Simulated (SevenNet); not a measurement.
fcc Ca

The numbers are results of the machine-learned potential SevenNet-0 (trained on PBE and PBE+U data), not measurements.

Cell (relaxed at this level):

```
Ca
1.0
    0.00000     2.76214     2.76214
    2.76214     0.00000     2.76214
    2.76214     2.76214     0.00000
Ca
1
Direct
  0.00000   0.00000   0.00000
```

| Quantity | Value |
|---|---|
| bulk modulus | 16.0 GPa |
| elastic constant C44 | 9.49 GPa |
| quasi-harmonic linear expansion coefficient at 300 K | 20.6 ×10⁻⁶/K |

Measured, for comparison: bulk modulus 18.6 GPa (corrected for temperature and zero-point phonon effects, our sources range from 15.9 to 18.7; as tabulated in Levämäki et al. (2014), arXiv:1402.3671); elastic constant C44 16 GPa (temperature not stated, no zero-point or thermal correction; as tabulated in Jones et al. (2010), arXiv:1012.0803); quasi-harmonic linear expansion coefficient at 300 K 22.3 ×10⁻⁶/K (temperature not stated, polycrystal mean; as tabulated in Wikipedia's data pages). Computed (rounded) less measured: bulk modulus not scored (sources differ), elastic constant C44 -41 %, quasi-harmonic linear expansion coefficient at 300 K -8 %.

A machine-learned potential is trained on density-functional data: it inherits that level's misses and adds fitting errors of its own.

Elastic constants are with the ions relaxed.
